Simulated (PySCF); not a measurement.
**Question.** Write a Z-matrix for phosphabenzene, `C1=CC=PC=C1` as optimised with PBE0-D3(BJ)/def2-SVP.

**Answer.** 
Z-matrix in Å and degrees, rows numbered from 1:
```
C 
C   1  1.3955
C   2  1.3914  1  123.23
P   3  1.7379  2  125.36  1    -0.00
C   4  1.7380  3  100.22  2     0.06
C   5  1.3911  4  125.41  3    -0.10
H   1  1.0928  2  118.73  3   179.98
H   2  1.0950  1  118.16  3  -180.00
H   3  1.0957  2  118.00  1  -180.00
H   5  1.0956  4  116.61  3   179.97
H   6  1.0950  1  118.16  2  -179.98
```

P4 (phosphorus bonded to 2 C) is bent (angle 100.2°). The 6-membered ring C1–C2–C3–P4–C5–C6 has internal angles of 100.2° to 125.4°; it is planar, 0.00 Å rms from its mean plane, widest ring torsion 0°. The 6 heavy atoms lie in one plane (0.000 Å rms).

Computed with PySCF, PBE0-D3(BJ)/def2-SVP geometry optimisation, gas phase.

Point group: C2v (every atom within 0.08 Å of its image). Not checked by PBE0-D3(BJ)/def2-SVP frequencies.
